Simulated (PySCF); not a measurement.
# Field gradients at the hydrogen positions

Compound: trans-2-pentene, C5H10.
Atom-mapped SMILES: `[CH3:1]/[CH:2]=[CH:3]/[CH2:4][CH3:5]` (hydrogens: H6, H7, H8 on C1; H9 on C2; H10 on C3; H11, H12 on C4; H13, H14, H15 on C5)

Geometry (PBE0-D3(BJ)/def2-SVP, Å), atoms numbered from 1 in this order:
```
atom  x, y, z in Å
C1     2.5448   -0.3032    0.2415
C2     1.1930   -0.2736   -0.3910
C3     0.0302   -0.3644    0.2612
C4    -1.3255   -0.3206   -0.3706
C5    -2.1666    0.8622    0.1017
H6     3.1481   -1.1436   -0.1417
H7     3.1129    0.6153    0.0161
H8     2.4790   -0.4029    1.3352
H9     1.1676   -0.1714   -1.4848
H10    0.0500   -0.4631    1.3562
H11   -1.8642   -1.2573   -0.1374
H12   -1.2184   -0.2929   -1.4678
H13   -3.1671    0.8525   -0.3576
H14   -2.3017    0.8452    1.1951
H15   -1.6827    1.8170   -0.1556
```

Level: PBE0/pcSseg-1 (PySCF, non-relativistic); Q(2H) = 0.00286 b; rigid geometry, the same for H and D, with no vibrational averaging.

Question: Tabulate Vzz, the asymmetry η and χzz = 234.96 MHz × Q × Vzz for every hydrogen position.

Answer: 
| atom | bonded to | bond length (Å) | Vzz (au) | η | χzz (kHz) |
| --- | --- | --- | --- | --- | --- |
| H6 | C1 | 1.103 | 0.2882 | 0.02 | 194 |
| H7 | C1 | 1.103 | 0.2882 | 0.02 | 194 |
| H8 | C1 | 1.100 | 0.2925 | 0.03 | 197 |
| H9 | C2 | 1.099 | 0.2957 | 0.07 | 199 |
| H10 | C3 | 1.100 | 0.2948 | 0.08 | 198 |
| H11 | C4 | 1.105 | 0.2818 | 0.01 | 189 |
| H12 | C4 | 1.103 | 0.2853 | 0.03 | 192 |
| H13 | C5 | 1.101 | 0.2927 | 0.02 | 197 |
| H14 | C5 | 1.102 | 0.2903 | 0.03 | 195 |
| H15 | C5 | 1.101 | 0.2910 | 0.02 | 196 |

Question: Give the 2H NMR doublet splittings at H7 for a magnetic field along the z, y and x axes of the gradient: 3χ/2, 3χ(1 + η)/4, 3χ(1 − η)/4.

Answer: With |χ| = 193.7 kHz and η = 0.025: 291, 149 and 142 kHz, to first order and without motion.

Isolated species at its PBE0-D3(BJ)/def2-SVP geometry (one conformer only). A larger basis could move these couplings by a tenth or more.
